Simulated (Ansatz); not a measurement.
Cost and result for the atomization energy of `CC(N)(S)S` (12 atoms, 11 bonds).

```xyz
12

C    -0.8369    0.9514   -0.0262
C     0.1876   -0.1731    0.0669
N     0.3747   -0.9272   -1.1523
S     1.7686    0.6189    0.5144
S    -0.3331   -1.4448    1.2769
H    -0.5278    1.6702   -0.7904
H    -0.9476    1.4819    0.9213
H    -1.8064    0.5346   -0.3049
H     0.8296   -0.3502   -1.8489
H    -0.5186   -1.2446   -1.5135
H     2.4659   -0.5251    0.5947
H    -0.6561   -0.5920    2.2620
```

The species carries charge 0 and has multiplicity 1. Geometry: relaxed with PBE0-D4/def2-TZVP. It is one conformer, not always the lowest. Program: Ansatz. All runs use 4 threads of an Arm Neoverse V1 on a shared host. Times are those of one run each, without the atoms' runs, and a repeat can differ threefold. Electronic energies, without spin–orbit coupling; frozen cores. CCSD(T)/CBS adds CCSD(T) − MP2 in def2-TZVPP to the MP2 limit, and its time is that of the two runs behind it. T1 = 0.011. B3LYP takes the VWN-RPA correlation (the form of Gaussian; ORCA's B3LYP/G).

CCSD(T)/CBS is a level of theory with its own doubt, some kJ/mol a heavy atom from the limit and from the frozen cores, so smaller differences don't rank the functionals.

| level | functions | wall time |
| --- | --- | --- |
| PBE-D4/def2-TZVPP (with forces) | 275 | 3.4 s |
| PBE0-D4/def2-TZVPP | 275 | 4.2 s |
| r2SCAN-D4/def2-TZVPP (with forces) | 275 | 6.5 s |
| B3LYP-D4/def2-TZVPP (with forces) | 275 | 7 s |
| B2PLYP/def2-TZVPP | 275 | 8 s |
| ωB97X-V/def2-TZVPP | 275 | 11 s |
| ωB97M-V/def2-TZVPP (with forces) | 275 | 15 s |
| MP2/def2-QZVPP | 521 | 32 s |
| CCSD(T)/def2-TZVPP | 275 | 4 min |
| CCSD(T)/CBS(def2) | – | 4.5 min |

(1) What atomization energy does each give, and how far from CCSD(T)/CBS? (Best estimate.)

## Answers

(1) Computed: 
```
                             level  atomization (kcal/mol)  difference from CCSD(T)/CBS  per bond
   PBE-D4/def2-TZVPP (with forces)                  1021.7                         24.7       2.2
                PBE0-D4/def2-TZVPP                  1001.9                          4.9       0.4
r2SCAN-D4/def2-TZVPP (with forces)                   996.7                         -0.3       0.0
 B3LYP-D4/def2-TZVPP (with forces)                   995.7                         -1.3      -0.1
                 B2PLYP/def2-TZVPP                   981.3                        -15.7      -1.4
                ωB97X-V/def2-TZVPP                  1001.7                          4.7       0.4
  ωB97M-V/def2-TZVPP (with forces)                  1003.5                          6.5       0.6
                    MP2/def2-QZVPP                   997.6                          0.6       0.1
                CCSD(T)/def2-TZVPP                   966.6                        -30.4      -2.8
                 CCSD(T)/CBS(def2)                   997.0                          0.0       0.0
```

From PBE to PBE0 (25 % exact exchange), in def2-TZVPP and without D4, the atomization energy moves by −18.6 kcal/mol: exact exchange takes away binding that semilocal exchange gives to molecules. In def2-TZVPP, CCSD(T) changes the Hartree–Fock value by +279.2 kcal/mol (the triples alone add +17.7 kcal/mol) and MP2 by +292.4 kcal/mol; breaking electron pairs costs correlation energy, which Hartree–Fock lacks. The D4 term adds +12.3 kcal/mol with B3LYP and +6.4 kcal/mol with PBE0; it sums over pairs of atoms, weighted by their polarisabilities, and B3LYP, whose exchange is more repulsive, gets the larger term.
